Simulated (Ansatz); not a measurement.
Geometry optimisation, Ansatz, RKS B3LYP-D4/def2-SVP.

Input file:

```yaml
crystal:
  periodic: [false, false, false]
  atoms:
    - { symbol: O, position_ang: [-0.0178, 1.8562, -0.1228] }
    - { symbol: C, position_ang: [-0.0436, 0.6379, -0.0468] }
    - { symbol: C, position_ang: [-0.92621, -0.32239, 0.15357] }
    - { symbol: C, position_ang: [0.04629, -1.26466, 0.01257] }
    - { symbol: "N", position_ang: [0.99917, -0.38488, -0.1512] }
    - { symbol: H, position_ang: [-0.9961, 2.1748, -0.0062] }
    - { symbol: H, position_ang: [-2.05374, -0.32054, 0.30558] }
    - { symbol: H, position_ang: [0.01527, -2.35152, 0.07394] }
basis:
  gaussian: { orbitals: def2-SVP }
hamiltonian:
  xc: b3lyp
  dispersion: d4
relax:
  f_tol: 0.015
  max_steps: 40
```

Run as:

```bash
$ ansatz run input.yaml --threads 1 --pin off --max-ram 2048MiB --backend cpu --events-out ev --progress --plain --runs-dir out
```

Where does it end, and by what steps?

The run converged. After 8 steps the energy has fallen by 1.305 eV; H6 moved furthest, 0.24 Å. The start is strongly strained (largest force component 10 eV/Å).

```json
{"step": "0", "energy less start (eV)": "0.0000", "largest force component (eV/Å)": "9.877", "accepted": "yes"}
{"step": "1", "energy less start (eV)": "-1.0480", "largest force component (eV/Å)": "3.545", "accepted": "yes"}
{"step": "2", "energy less start (eV)": "-1.1689", "largest force component (eV/Å)": "1.322", "accepted": "yes"}
{"step": "3", "energy less start (eV)": "-1.2602", "largest force component (eV/Å)": "0.910", "accepted": "yes"}
{"step": "4", "energy less start (eV)": "-1.3019", "largest force component (eV/Å)": "0.352", "accepted": "yes"}
{"step": "5", "energy less start (eV)": "-1.2980", "largest force component (eV/Å)": "0.451", "accepted": "no"}
{"step": "6", "energy less start (eV)": "-1.3053", "largest force component (eV/Å)": "0.035", "accepted": "yes"}
{"step": "7", "energy less start (eV)": "-1.3054", "largest force component (eV/Å)": "0.023", "accepted": "yes"}
{"step": "8", "energy less start (eV)": "-1.3055", "largest force component (eV/Å)": "0.006", "accepted": "yes"}
```

```xyz
8
Properties=species:S:1:pos:R:3
O 0.022 1.883 -0.132
C -0.153 0.585 -0.037
C -1.118 -0.341 0.163
C 0.078 -1.285 0.022
N 0.998 -0.400 -0.168
H -0.828 2.340 -0.020
H -2.190 -0.383 0.335
H 0.214 -2.374 0.057
```

Whether the end is a true minimum wasn't checked by a vibrational analysis.

Run time: 67 s on 1 thread of Intel(R) Xeon(R) Processor @ 2.50GHz (Skylake/Cascade Lake), on a shared host, peak memory 0.17 GiB.
